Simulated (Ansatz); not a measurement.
C₂H₄O₂S (`O=COCS`) at its PBE0-D4/def2-TZVP geometry, where that method's forces vanish. Charge 0, multiplicity 1.

```xyz
9

O     0.4815    1.4954    1.5025
C     1.1348    0.6150    1.0258
O     0.7020   -0.2852    0.1413
C    -0.6702   -0.1432   -0.2434
S    -1.1997   -1.5520   -1.2002
H     2.1929    0.4185    1.2513
H    -1.3005   -0.1045    0.6461
H    -0.7961    0.7872   -0.7961
H    -0.5447   -1.2312   -2.3273
```

(1) What forces (eV/Å) does r2SCAN-D4/def2-TZVPP give on these atoms in the Gaussian-basis code of Ansatz? (Estimate.)

## Answers

(1) Ansatz gave: 
```
O1  -0.259  0.343  0.183
C2   0.349 -0.023  0.105
O3   0.279 -0.328 -0.169
C4  -0.366  0.151 -0.036
S5  -0.062 -0.135 -0.069
H6   0.018 -0.025 -0.014
H7   0.014  0.003  0.001
H8   0.017  0.006  0.011
H9   0.012  0.008 -0.013
```
